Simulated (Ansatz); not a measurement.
Cost and result up the ladder for C₃H₅ (8 atoms). The state is a doublet with charge 0. Geometry: PBE0-D4/def2-TZVP.

```xyz
8

C    -0.671    0.427    0.152
C     0.586    0.535   -0.580
C     0.262   -0.766   -0.006
H    -0.760    0.900    1.127
H    -0.072   -1.563   -0.666
H     1.439    1.189   -0.481
H    -1.603    0.395   -0.406
H     0.818   -1.118    0.859
```

Ansatz on 2 threads of Arm Neoverse N1 on a shared host. Times are rough, and most runs start from the orbitals of an earlier one. PBE0-D4/def2-TZVP serves as the yardstick here, not as an exact answer. Binding counts from free atoms at the same level (C triplet, H doublet; other spins of the atoms weren't run), without zero-point energy or a counterpoise term.

Correlated methods freeze 3 core orbitals. Another isomer (doublet) lies 1.10 eV lower at PBE0-D4/def2-TZVP; other spin states weren't run for this one.

Correlated methods converge slowly with the basis.

```json
{"level": "revPBE-D4/def2-TZVP", "functions": "123", "binding energy per atom (eV)": "4.02", "difference from PBE0-D4/def2-TZVP (eV)": "-0.04"}
{"level": "PBE-D4/def2-TZVP (with forces)", "functions": "123", "binding energy per atom (eV)": "4.11", "difference from PBE0-D4/def2-TZVP (eV)": "0.05"}
{"level": "CCSD(T)/def2-TZVPP", "functions": "163", "binding energy per atom (eV)": "3.90", "difference from PBE0-D4/def2-TZVP (eV)": "-0.16"}
{"level": "LDA (SPW92)/def2-TZVP", "functions": "123", "binding energy per atom (eV)": "4.58", "difference from PBE0-D4/def2-TZVP (eV)": "0.52"}
{"level": "PBE0-D4/def2-TZVP", "functions": "123", "binding energy per atom (eV)": "4.06", "difference from PBE0-D4/def2-TZVP (eV)": "0.00"}
{"level": "r2SCAN-D4/def2-TZVP", "functions": "123", "binding energy per atom (eV)": "4.04", "difference from PBE0-D4/def2-TZVP (eV)": "-0.02"}
```

Estimate how long each takes.

LDA (SPW92)/def2-TZVP 1.4 s; revPBE-D4/def2-TZVP 2.8 s; PBE-D4/def2-TZVP (with forces) 3.2 s; PBE0-D4/def2-TZVP 3.3 s; r2SCAN-D4/def2-TZVP 5.5 s; CCSD(T)/def2-TZVPP 2 min. On shared hardware such times vary by a factor of up to 3.
